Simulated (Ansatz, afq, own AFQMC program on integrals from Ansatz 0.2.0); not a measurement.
## Breaking Si1–H5 in SiPH₅, singlet

```yaml
atoms:
  - { symbol: Si, position_ang: [-0.6313, -0.3589, -0.3893] }
  - { symbol: P, position_ang: [1.0936, -0.0115, 1.0412] }
  - { symbol: H, position_ang: [-1.8574, -0.6227, 0.4221] }
  - { symbol: H, position_ang: [-0.3185, -1.5717, -1.2034] }
  - { symbol: H, position_ang: [-0.8968, 0.7884, -1.3105] }
  - { symbol: H, position_ang: [0.6451, 1.2925, 1.4175] }
  - { symbol: H, position_ang: [1.9653, 0.4839, 0.0224] }
```

Products: SiPH$_{4}$ (doublet; SiH2–PH2) and H (doublet), each relaxed with PBE0/def2-SVP like the molecule; electronic energies without zero-point terms. Determinants: RHF, UHF and UHF in that order.

Basis def2-TZVP. Only valence electrons are correlated. AFQMC by an in-house program on the Cholesky factors that Ansatz 0.2.0 writes for its CCSD(T) run. ph-AFQMC/CISD is guided by a CISD state made of CCSD amplitudes; releasing the constraint for a short imaginary time cuts its bias at the price of noise, slowly where states lie close. Error bars are statistical, one sigma. The errors of all members are added in quadrature.

No full CI on the walks' own integrals is used here; CCSDT(Q) serves as the reference and is uncertain by about the last step of the cluster series. Each member takes its own surest rung, up to full CI.

The best estimate is CCSD(T) at the basis-set limit (CBS: def2-TZVPP and def2-QZVPP, with their diffuse functions for anions and beside diffuse sets, CCSD(T) itself extrapolated) plus the step from CCSD(T) to CCSDT(Q) in def2-TZVP. Rows without CBS are in def2-TZVP; B2PLYP and the wave-function rows carry a basis error of their own. Core correlation and relativity beyond core potentials are missing, and ± holds the sampling alone.

Cautions: SiPH₄ (doublet): its ph-AFQMC/CISD value lies 24 ± 6 meV above CCSDT(Q).

| level | bond energy (eV) |
| --- | --- |
| B3LYP | 3.965 |
| r2SCAN | 3.848 |
| HF | 3.208 |

Question: From these cheaper values, estimate the bond energy at the level of the best estimate.

Answer: 4.068 eV (best estimate, highest rung CCSDT(Q)).

```
         level  bond energy (eV)  error against the best estimate (eV)
           MP2             3.843                                -0.225
          CCSD             3.942                                -0.126
       CCSD(T)             3.941                                -0.127
         CCSDT             3.938                                -0.130
      CCSDT(Q)             3.936                                -0.132
 ph-AFQMC/CISD     3.965 ± 0.008                        -0.103 ± 0.008
released AFQMC     3.946 ± 0.007                        -0.122 ± 0.007
        HF/CBS             3.212                                -0.856
       MP2/CBS             4.006                                -0.062
   CCSD(T)/CBS             4.073                                 0.005
           PBE             3.787                                -0.281
          PBE0             3.842                                -0.226
       wB97M-V             4.080                                 0.012
        B2PLYP             3.955                                -0.114
```

Correlation beyond CCSD(T) takes off 0.005 eV. Going to the basis-set limit adds 0.132 eV at CCSD(T). The perturbative (T) step is worth −0.001 eV. The functionals spread over 0.293 eV; wB97M-V comes nearest and PBE is 0.281 eV too low.

Best estimates are given only where the step beyond CCSD(T) is under 0.3 eV and no member's determinant is very poor (T1 over 0.05, or 0.07 for open shells, ⟨S²⟩ too high by 0.3, two states mixed), so the hardest cases are missing from such tables.

The functionals ran in a triple-zeta set and keep a basis error of their own, a few kJ/mol for each bond in atomization energies and more for double hybrids, so close places among them and the extrapolated levels can swap.

CCSDT and higher add their correlation energy to the determinant of the CCSD(T) run, since their own runs factorise the integrals more tightly (a shift of under 2 meV). Each member of a difference takes its own highest rung, so a best estimate needn't equal the limit plus the step of one row. Released energies are given only where the last usable release times agree within the noise; a slower fall can still hide under it.
